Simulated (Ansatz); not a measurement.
# NH₃O (triplet): from Hartree-Fock to the top rungs at distance N1–H4 along a hydrogen transfer = 1.253 Å, cc-pVDZ

Aim: climb from Hartree-Fock through coupled cluster and multireference methods for NH₃O (triplet) at one geometry and basis, and see what each rung misses.

The runs use Ansatz 0.2.0, Gaussian basis; cc-pVDZ, core rule «outside noble gas», up to 2 orbitals frozen.

Plan: UHF; CCSD(T) on ROHF; CCSD(T) on UHF; BCCD(T) on ROHF; CISD; CCSDT(Q) on ROHF; CCSDT(Q) on UHF; CASSCF and MRCISD+Q, 4 electrons in 4 orbitals; CASSCF and NEVPT2, 4 electrons in 4 orbitals; CASSCF and NEVPT2, 14 electrons in 11 orbitals.

2 further runs of the same task are left out: 2 that didn't finish.

### Step 1. The system

The geometry derives from fragments relaxed apart (PBE0/def2-TZVP) and kept rigid, so it is no stationary point. A hydrogen atom is moved between rigid fragments.

5 atoms, charge 0, spin multiplicity 3.

Atoms are counted from 1 here; the program's logs count them from 0.

Bond lengths: N1–H2 1.012 Å, N1–H3 1.012 Å, N1–H4 1.253 Å. Angles: H2–N1–H3 107.1°, H2–N1–H4 107.1°, H3–N1–H4 107.1°.

### Step 2. UHF

The input, in.yaml:

```yaml
crystal:
  periodic: [false, false, false]
  atoms:
    - {symbol: N, position_ang: [-1.261587, -0.017258, -0.026862]}
    - {symbol: H, position_ang: [-1.558867, 0.950575, -0.026861]}
    - {symbol: H, position_ang: [-1.558867, -0.419557, 0.853398]}
    - {symbol: H, position_ang: [-0.008587, -0.017258, -0.026862]}
    - {symbol: O, position_ang: [1.301413, -0.017257, -0.026862]}
basis:
  gaussian: {orbitals: cc-pVDZ}
magnetization: {spin_polarized: true, initial_magnetization: 2}
hamiltonian: {xc: hf}
output: {orbitals: {seedname: orbitals}}
```

Started as:

```
$ ansatz run in.yaml --threads 1 --pin off --events-out ev --progress --plain --max-ram 2393MiB
```

Further steps of the session: CCSD(T) on ROHF; CCSD(T) on UHF; BCCD(T) on ROHF; CISD; CCSDT(Q) on ROHF; CCSDT(Q) on UHF; CASSCF and MRCISD+Q, 4 electrons in 4 orbitals; CASSCF and NEVPT2, 4 electrons in 4 orbitals; CASSCF and NEVPT2, 14 electrons in 11 orbitals.

**Question.** What will the summary of the whole plan be? Wanted: UCCSDT(Q) below the RHF energy; RMP2 from UCCSDT(Q); UMP2 from UCCSDT(Q); RCCSD from UCCSDT(Q); RCCSD(T) from UCCSDT(Q); UCCSD(T) from UCCSDT(Q); RCCSDT(Q) from UCCSDT(Q); NEVPT2 pair from UCCSDT(Q); MRCISD+Q pair from UCCSDT(Q).

**Answer**, as computed:

```
                         quantity                      value
   UCCSDT(Q) below the RHF energy                 -9.9908 eV
              RMP2 from UCCSDT(Q)                +1292.4 meV
              UMP2 from UCCSDT(Q)                +1223.3 meV
             RCCSD from UCCSDT(Q)                 +261.5 meV
          RCCSD(T) from UCCSDT(Q)                  +49.5 meV
          UCCSD(T) from UCCSDT(Q)                  +43.7 meV
         RCCSDT(Q) from UCCSDT(Q)                   +1.2 meV
       NEVPT2 pair from UCCSDT(Q)                +1048.0 meV
     MRCISD+Q pair from UCCSDT(Q)                 +162.1 meV
    NEVPT2 valence from UCCSDT(Q)                +1329.4 meV
levels within 1 kcal/mol (43 meV)  RCCSDT, UCCSDT, RCCSDT(Q)
                    T1 diagnostic                      0.058
   effectively unpaired electrons                       2.03
```

**Reading.** RCCSD(T) lands +49.5 meV from the yardstick (0.5 % of the correlation energy). The occupations are near whole numbers, but T1 = 0.058 shows that the orbitals relax strongly. Of the multireference levels listed MRCISD+Q pair comes nearest in total energy (+162.1 meV), which doesn't show that its space is the better one. These misses are within one basis, not against nature; the frozen cores of restricted and unrestricted runs differ, which can shift their rows.
